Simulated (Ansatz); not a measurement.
A nudged elastic band was laid between two geometries of BClH4O (7 atoms, charge 0, multiplicity 1).

All numbers below come from RKS r2SCAN/def2-SVP in Ansatz.

```json
{
  "movable images": "7",
  "climbing image": "yes",
  "spring": "5.0 eV/Å²",
  "optimiser": "quadratic models (default)",
  "start path": "through a guess of the saddle point",
  "force threshold": "0.05 eV/Å",
  "iteration limit": "60",
  "end points": "relaxed"
}
```

Initial state:

```xyz
7
Properties=species:S:1:pos:R:3
B 0.023 -0.013 0.126
H 0.156 0.644 1.132
H 0.926 -0.044 -0.677
Cl -1.650 0.154 -0.649
O -0.001 -1.576 0.710
H -0.213 -2.148 -0.049
H -0.778 -1.639 1.293
```

Final state:

```xyz
7
Properties=species:S:1:pos:R:3
B 0.132 -0.574 -0.650
H -0.734 0.188 2.284
H 1.121 0.102 -0.721
Cl -1.458 0.166 -0.940
O 0.241 -1.878 -0.359
H -0.610 -2.338 -0.321
H -0.231 -0.288 2.594
```

**Question.** Which bonds break or form, and what moves?

**Answer.** Bonds broken: B1–H2, O5–H7. Bonds formed: H2–H7. BClH4O becomes BClH2O + H2.

**Question.** What energy profile does the band end with?

**Answer.** It converged. The highest image is number 4 of 0 to 8, 0.99 eV above the first end and 1.75 eV above the last; the last end lies 0.76 eV below the first. The profile has 2 maxima (images 2, 4) with wells between them (image 3): this band takes more than one step, which may be the mechanism or a detour left from its start path. A vibrational analysis at the climbing image gives one clearly imaginary mode, 1290i cm⁻¹: a first-order saddle point. The orbitals stay closed-shell, which can raise the energy where a bond breaks towards radicals; this wasn't checked here.

```
image  path coordinate (Å)  energy (eV)  B1–H2 (Å)  O5–H7 (Å)  H2–H7 (Å)
    0                 0.00         0.00       1.21       0.97       2.47
    1                 0.95         0.03       1.21       0.97       2.29
    2                 1.91         0.08       1.22       0.97       2.47
    3                 2.87         0.04       1.21       0.97       2.15
    4                 3.82         0.99       1.36       1.28       1.04
    5                 4.41        -0.06       1.84       1.86       0.78
    6                 5.00        -0.62       2.38       2.35       0.76
    7                 5.59        -0.75       2.86       2.81       0.76
    8                 6.19        -0.76       3.15       3.39       0.76
```

**Question.** What is the geometry of the highest image?

**Answer.** 
```xyz
7
Properties=species:S:1:pos:R:3:forces:R:3
B -0.041 -0.250 0.017 0.00 0.00 0.00
H -0.193 0.115 1.318 0.00 0.00 0.00
H 0.975 0.262 -0.368 0.00 0.00 0.00
Cl -1.578 0.125 -0.850 0.00 0.00 0.00
O 0.123 -1.765 0.334 0.00 0.00 0.00
H -0.734 -2.194 0.176 0.00 0.00 0.00
H -0.091 -0.916 1.261 0.00 0.00 0.00
```

Run time: 10 min on 1 thread of Arm Neoverse N1 (shared host), peak memory 0.11 GiB.
